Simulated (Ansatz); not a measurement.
# AlH3Cl− (SMILES [H][Al-]([H])([H])[Cl]): wB97X/STO-3G

Aim: the vertical singlet–triplet gap of AlH3Cl− at wB97X/STO-3G, from 2 runs. 

The results are computed with Ansatz 0.2.0.

1 further run of the same task is left out (it didn't finish).

### Step 1. The molecule

AlH3Cl− has 5 atoms, charge -1, and is taken as a singlet. SMILES: `[H][Al-]([H])([H])[Cl]`. The shape comes from GFN2-xTB, which is rough for such elements, and wasn't checked as a minimum.

Bond lengths: Al1–Cl2 2.096 Å, Al1–H3 1.609 Å, Al1–H4 1.608 Å, Al1–H5 1.609 Å. Angles: Cl2–Al1–H3 107.0°, Cl2–Al1–H4 107.2°, Cl2–Al1–H5 107.4°, H3–Al1–H4 111.6°, H3–Al1–H5 111.7°, H4–Al1–H5 111.8°.

### Step 2. A single-point energy at wB97X/STO-3G

input.yaml reads:

```yaml
crystal:
  periodic: [false, false, false]
  atoms:
    - {symbol: Al, position_ang: [-0.002450, 0.000420, -0.134210]}
    - {symbol: Cl, position_ang: [0.013850, -0.018360, 1.961810]}
    - {symbol: H, position_ang: [1.532100, 0.011680, -0.616990]}
    - {symbol: H, position_ang: [-0.775390, 1.334390, -0.590440]}
    - {symbol: H, position_ang: [-0.768110, -1.328130, -0.620160]}
basis:
  gaussian:
    orbitals: STO-3G
total_charge: -1
hamiltonian:
  xc: {name: wB97X}
accuracy: high
```

Command:

```sh
$ ansatz run input.yaml --threads 1 --pin off --max-ram 2610MiB --events-out events.jsonl --progress --plain --runs-dir runs
```

What it wrote:

```text
Warning: RAYON_NUM_THREADS=1 ignored (pool sized by the plan → 1); use --threads N
Functional definition: wB97X
  name "wB97X"
  parameter omega = 0.3/bohr
  parameter cx = 0.157706
  parameter cx1 = 0.726479
  parameter cx2 = 1.04760
  parameter cx3 = -5.70635
  parameter cx4 = 13.2794
  parameter css1 = -4.33879
  parameter css2 = 18.2308
  parameter css3 = -31.7430
  parameter css4 = 17.2901
  parameter cos1 = 2.37031
  parameter cos2 = -11.3995
  parameter cos3 = 6.58405
  parameter cos4 = -3.78132
  exchange = spin_sum(e_x_unif_sr(omega)*poly(b97_u_x, 1 - cx, cx1, cx2, cx3, cx4)) + cx*exact_x_sr(omega)
      + exact_x_lr(omega)
  correlation = spin_sum(e_c_pw_same_spin*poly(b97_u_same, 1, css1, css2, css3, css4))
      + integral(e_c_pw_opposite_spin*poly(b97_u_opposite, 1, cos1, cos2, cos3, cos4))
362 factors; integrals over basis functions are off by at most 1.3e-8 eV
152 factors; integrals over basis functions are off by at most 7.5e-10 eV
mean field evaluation 1: about -18951.1017 eV, gradient 1.9e1 eV
mean field evaluation 2: about -18952.3548 eV, gradient 5.7e0 eV
mean field evaluation 4: about -18952.4413 eV, gradient 5.6e-2 eV
mean field evaluation 8: about -18952.3960 eV, gradient 9.7e-5 eV
mean field -18952.39595516 eV, -696.4877049566 hartree, gradient 6.2e-9 eV, S^2 0.000000; 0 other end points of the search recorded, 0 dependent functions left out
reference -18952.39595351 eV, -696.4877048963 hartree; 17, 17 occupied and 4, 4 virtual orbitals, 362 factors
Total energy: -18952.39595351 eV, -696.4877048963 hartree
```

It took 2.7 s on 1 thread of Intel Xeon 6975P-C (Granite Rapids), shared host; peak memory 0.27 GiB.

### Step 3. The triplet at the same level

run.yaml reads:

```yaml
basis:
  gaussian:
    orbitals: STO-3G
crystal:
  periodic: [false, false, false]
  atoms:
    - symbol: Al
      position_ang: [-0.002450, 0.000420, -0.134210]
    - symbol: Cl
      position_ang: [0.013850, -0.018360, 1.961810]
    - symbol: H
      position_ang: [1.532100, 0.011680, -0.616990]
    - symbol: H
      position_ang: [-0.775390, 1.334390, -0.590440]
    - symbol: H
      position_ang: [-0.768110, -1.328130, -0.620160]
magnetization:
  spin_polarized: true
  initial_magnetization: 2
hamiltonian:
  xc: {name: wB97X}
total_charge: -1
accuracy: high
```

Command:

```sh
$ ansatz run run.yaml --threads 1 --pin off --max-ram 2610MiB --events-out events.jsonl --progress --plain --runs-dir runs
```

What it wrote, shortened:

```text
Warning: RAYON_NUM_THREADS=1 ignored (pool sized by the plan → 1); use --threads N
[... 2 set-up lines as earlier in the session ...]
[...]
      + exact_x_lr(omega)
[...]
      + integral(e_c_pw_opposite_spin*poly(b97_u_opposite, 1, cos1, cos2, cos3, cos4))
362 factors; integrals over basis functions are off by at most 1.3e-8 eV
152 factors; integrals over basis functions are off by at most 7.5e-10 eV
[...]
mean field -18940.50581819 eV, -696.0507504825 hartree, gradient 6.4e-8 eV, S^2 2.002165; 4 other end points of the search recorded, 0 dependent functions left out
reference -18940.50581687 eV, -696.0507504338 hartree; 18, 16 occupied and 3, 5 virtual orbitals, 362 factors
Total energy: -18940.50581687 eV, -696.0507504338 hartree
```

Run time: 9 s. Hardware: 1 thread of Intel Xeon 6975P-C (Granite Rapids), shared host; peak memory 0.44 GiB.

### Step 4. What came out

Level: wB97X/STO-3G.

```
                                        quantity          value
                           singlet: total energy  -696.48770 Eh
                           triplet: total energy  -696.05075 Eh
                                   triplet: ⟨S²⟩          2.002
vertical energy of the triplet above the singlet      11.890 eV
```

What this shows: At this shape the triplet lies 11.89 eV (274 kcal/mol) above the singlet. For an anion a state so high probably lies above electron detachment. In a minimal basis such a difference can be off by several eV, whatever the method.
